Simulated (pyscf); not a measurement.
H₆O₃Si₃ (SMILES O1[SiH2]O[SiH2]O[SiH2]1) + F–CH₂–F (SMILES FCF) -> H₅FO₃Si₃ (SMILES F[SiH]1O[SiH2]O[SiH2]O1) + H₃C–F (SMILES CF) (four-centre exchange; singlet surface; H–Si, C–F broken, F–Si, C–H formed). Single points on ωB97X-D3(BJ)/def2-SVP structures (PySCF, gas phase). Energies in kcal/mol from the separated reactants.

| level | barrier | reaction energy |
|---|---|---|
| ωB97X-D3(BJ)/def2-TZVP | [?] | -49.1 |
| PBE/def2-TZVP | [?] | [?] |
| r²SCAN/def2-TZVP | 60.5 | -49.9 |
| M06-2X/def2-TZVP | 70.1 | -51.0 |
| ωB97M-D3(BJ)/def2-TZVP | 65.8 | -50.1 |
| HF/def2-TZVP | 91.1 | -49.7 |

**Question.** What belongs in the gaps?

**Answer.** 
- ωB97X-D3(BJ)/def2-TZVP, barrier: 67.6
- PBE/def2-TZVP, barrier: 58.6
- PBE/def2-TZVP, reaction energy: -47.3

The functionals in the table span 11.6 kcal/mol in this barrier, from PBE to M06-2X. From the product side, •H₂C–F + H• + cyclic H₅FO₃Si₃ (SMILES F[SiH]1O[SiH2]O[SiH2]O1) lies, by one bond made or cut, 8.3 kcal/mol under this saddle at ωB97M-D3(BJ). One saddle was located; it need not be the lowest between these sides.
